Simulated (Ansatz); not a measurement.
```yaml
crystal:
  periodic: [false, false, false]
  atoms:
    - {symbol: Pd, position_ang: [0.000000, 0.000000, 0.000000]}
    - {symbol: C, position_ang: [0.000000, 0.000000, 2.150000]}
basis:
  gaussian: {orbitals: def2-TZVP}
magnetization: {spin_polarized: true, initial_magnetization: 2}
hamiltonian: {xc: pbe0}
relax: {f_tol: 0.004, max_steps: 80}
```

```sh
$ ansatz run in.yaml --threads 1 --pin off --events-out ev --progress --plain --max-ram 2176MiB
```

Steps of the relaxation (energy above the last step; positions in Å, forces in eV/Å):

```
2
step 1, 975.9 meV
Pd    0.000    0.000    0.000    0.000    0.000    3.251
C     0.000    0.000    2.150    0.000    0.000   -3.251
```

```
2
step 2, 117.4 meV
Pd    0.000    0.000    0.148    0.000    0.000    1.930
C     0.000    0.000    2.002    0.000    0.000   -1.930
```

```
2
step 3, 333.7 meV
Pd    0.000    0.000    0.276    0.000    0.000   -5.212
C     0.000    0.000    1.874    0.000    0.000    5.212
```

```
2
step 4, 0.0 meV
Pd    0.000    0.000    0.202    0.000    0.000    0.043
C     0.000    0.000    1.948    0.000    0.000   -0.043
```

```
2
step 5, 0.0 meV
Pd    0.000    0.000    0.203    0.000    0.000   -0.006
C     0.000    0.000    1.947    0.000    0.000    0.006
```

```
2
step 6, 0.0 meV
Pd    0.000    0.000    0.203    0.000    0.000    0.000
C     0.000    0.000    1.947    0.000    0.000    0.000
```

Close pairs at the end: Pd1–C2 1.744 Å.

A stationary point of unrestricted PBE0 after 6 steps, with ⟨S²⟩ = 2.020 against 2.00 for a pure state. 19 s on 1 thread of Arm Neoverse V2, shared host.
